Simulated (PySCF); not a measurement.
Species: C₃H₆NO (doublet state).
Z-matrix (Å and degrees, GFN2-xTB geometry), rows numbered from 1:
```
C 
C   1  1.4693
C   2  1.4342  1  120.75
N   3  1.3742  2  115.35  1  -179.07
O   3  1.2271  2  123.89  1    -0.47
H   1  1.0935  2  110.87  3  -120.30
H   1  1.0876  2  109.43  3     0.74
H   1  1.0932  2  110.84  3   121.87
H   2  1.0790  1  119.47  3   179.82
H   4  1.0054  3  117.57  2  -174.41
H   4  1.0034  3  121.89  2   -11.46
```

The hyperfine couplings belong to this conformer and change with its torsions.

Identity: `C[CH]C(N)=O` [radical].

Method: UKS B3LYP, pcH-1 on C H N O, non-relativistic, mean-field spin-orbit, GIAO (PySCF). Geometry: GFN2-xTB, one conformer, isolated molecule. The geometry wasn't refined by DFT: couplings that depend on bond lengths, twists or pyramidal angles can differ widely from those at the functional's own minimum. The SCF solution wasn't tested for stability.

(1) What is the g tensor, term by term?

(2) At 94.236 GHz, how far is the centre of the isotropic spectrum from where a free electron (g = 2.002319) resonates?

(3) What effective moment and Curie constant follow for a powder?

(4) In a frozen sample, at which fields do the three g values resonate at 9.5, 34, 94 and 263 GHz (hyperfine left aside), and which band first spreads them over more than twice a line width of 1.0 mT?

Results:

(1) 
| Δg (ppm) | 1 | 2 | 3 |
| --- | --- | --- | --- |
| relativistic mass correction | -169 | -169 | -169 |
| gauge correction | -5 | 36 | 28 |
| orbital Zeeman/spin–orbit | -6 | 1242 | 2502 |
| total | -180 | 1110 | 2361 |

So g = 2.00214, 2.00343, 2.00468 and g_iso = 2.00342; the tensor is rhombic: the two nearest values differ by 49 % of g3 − g1. Axes: g2 points within 9° of the C1–C2 bond.

(2) B = hν/(g μB) with μB/h = 13.99624 MHz/mT gives 3362.57 mT for the free electron and 3360.73 mT at g_iso, 1.84 mT lower.

(3) With the mean of g² = 4.0137 and S(S+1) = 0.75: μ_eff = √(⟨g²⟩S(S+1)) = 1.735 μB and χT = 0.12505·⟨g²⟩·S(S+1) = 0.376 cm³ K/mol (cgs; spin-Hamiltonian part alone).

(4) 
```csv
band,GHz,B(g3) mT,B(g2) mT,B(g1) mT,spread mT
X,9.5,338.58,338.80,339.01,0.43
Q,34.0,1211.78,1212.53,1213.31,1.54
W,94.0,3350.20,3352.30,3354.45,4.25
J,263.0,9373.44,9379.30,9385.34,11.90
```

The spread grows in proportion to the frequency. W band is the first where it exceeds 2.0 mT.

The Mulliken spin populations are largest on C2 (+0.90), O5 (+0.15), C3 (-0.07) and C1 (-0.07). The angles at C2 add up to 360.0°, so it is planar; its axial dipolar tensor and the negative coupling of its proton fit spin in a p orbital normal to that plane.

The HOMO–LUMO gaps are 7.12 eV among the α and 4.12 eV among the β orbitals.
